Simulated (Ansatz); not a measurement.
Geometry optimisation, RKS PBE/cc-pVDZ in Ansatz.

input.yaml

```yaml
crystal:
  periodic: [false, false, false]
  atoms:
    - { symbol: B, position_ang: [-0.039054, 0.371836, -0.518704] }
    - { symbol: "N", position_ang: [0.001371, 0.07236, 2.189222] }
    - { symbol: H, position_ang: [-0.81731, -0.206595, 2.744513] }
    - { symbol: H, position_ang: [0.815423, 0.109685, 2.816244] }
    - { symbol: H, position_ang: [1.052414, -0.040712, -0.857766] }
    - { symbol: H, position_ang: [-1.047309, -0.243257, -0.803215] }
    - { symbol: H, position_ang: [-0.136008, 1.452768, 0.000872] }
    - { symbol: H, position_ang: [-0.169328, 1.039417, 1.829235] }
basis:
  gaussian: { orbitals: cc-pVDZ }
hamiltonian:
  xc: pbe
relax:
  f_tol: 0.03
  max_steps: 50
```

Run as:

```bash
$ ansatz run input.yaml --threads 1 --pin off --max-ram 2048MiB --backend cpu --events-out ev --progress --plain --runs-dir out
```

Problem. Where does it end, and by what steps?

Solution. It converged. After 10 steps the energy has fallen by 1.400 eV; H3 moved furthest, 0.94 Å. Joined: B1–N2.

```
step  energy less start (eV)  largest force component (eV/Å)  accepted
   0                  0.0000                           0.865       yes
   1                 -0.2420                           1.344       yes
   2                 -0.5831                           2.058       yes
   3                 -1.0465                           1.912       yes
   4                 -1.2587                           1.042       yes
   5                 -1.3414                           0.205       yes
   6                 -1.3113                           1.249        no
   7                 -1.3660                           0.199       yes
   8                 -1.3846                           0.281       yes
   9                 -1.3981                           0.104       yes
  10                 -1.4003                           0.002       yes
```

```xyz
8
Properties=species:S:1:pos:R:3
B -0.037 0.350 0.079
N -0.047 0.291 1.723
H -0.328 -0.637 2.073
H 0.881 0.493 2.121
H 0.786 -0.496 -0.267
H -1.189 0.079 -0.259
H 0.297 1.501 -0.199
H -0.702 0.975 2.129
```

Whether the end is a true minimum wasn't checked by a vibrational analysis.

Run time: 10 s on 1 thread of Arm Neoverse V2, with other jobs on the host, peak memory 0.1 GiB.
